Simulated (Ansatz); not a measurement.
```yaml
crystal:
  periodic: [false, false, false]
  atoms:
    - {symbol: B, position_ang: [-1.219482, -0.331210, -0.001855]}
    - {symbol: N, position_ang: [-0.513432, 0.858158, 0.003926]}
    - {symbol: P, position_ang: [0.673540, -0.333104, -0.001410]}
    - {symbol: H, position_ang: [-0.482912, 1.863442, 0.008676]}
basis:
  gaussian: {orbitals: def2-TZVP}
hamiltonian: {xc: pbe0}
relax: {f_tol: 0.004, max_steps: 80}
```

```sh
$ ansatz run in.yaml --threads 1 --pin off --events-out ev --progress --plain --max-ram 2176MiB
```

Steps of the relaxation (energy above the last step; positions in Å, forces in eV/Å):

```
4
step 1, 206.7 meV
B    -1.219   -0.331   -0.002   -1.792   -0.599   -0.198
N    -0.513    0.858    0.004    1.065   -0.044    0.659
P     0.674   -0.333   -0.001    0.854    0.470   -0.104
H    -0.483    1.863    0.009   -0.127    0.172   -0.357
```

```
4
step 2, 116.6 meV
B    -1.241   -0.334   -0.035   -0.780    0.023   -0.023
N    -0.507    0.853    0.117    0.770    0.154   -0.177
P     0.685   -0.323   -0.020    0.238    0.376    0.087
H    -0.480    1.862   -0.052   -0.228   -0.553    0.113
```

```
4
step 3, 79.0 meV
B    -1.265   -0.325   -0.032   -0.534   -0.090   -0.001
N    -0.495    0.848    0.103    0.714   -0.314   -0.135
P     0.702   -0.315   -0.016   -0.065    0.432    0.080
H    -0.485    1.849   -0.045   -0.115   -0.028    0.056
```

```
4
step 5, 174.7 meV
B    -1.383   -0.317    0.038    0.949    0.453   -0.371
N    -0.439    0.810   -0.158   -0.789    0.895    1.408
P     0.771   -0.267    0.036   -0.371   -0.078   -0.189
H    -0.492    1.832    0.093    0.211   -1.270   -0.849
```

```
4
step 6, 1.3 meV
B    -1.345   -0.324   -0.007    0.030   -0.034    0.008
N    -0.462    0.823    0.009    0.059   -0.286   -0.030
P     0.744   -0.273    0.004   -0.115    0.076    0.006
H    -0.481    1.832    0.005    0.025    0.245    0.015
```

```
4
step 10, 0.0 meV
B    -1.342   -0.330   -0.006    0.000    0.000    0.000
N    -0.463    0.823    0.003    0.001    0.000    0.000
P     0.739   -0.272    0.004    0.000    0.000    0.000
H    -0.477    1.837    0.008    0.000    0.000    0.000
```

Close pairs at the end: N2–H4 1.014 Å, B1–N2 1.450 Å, N2–P3 1.626 Å, B1–P3 2.082 Å.

A stationary point of restricted PBE0 after 10 steps (its stability towards spin polarisation wasn't tested); no frequencies were run, so it isn't proven a minimum. 26 s on 1 thread of Intel Xeon Platinum 8375C, shared host.
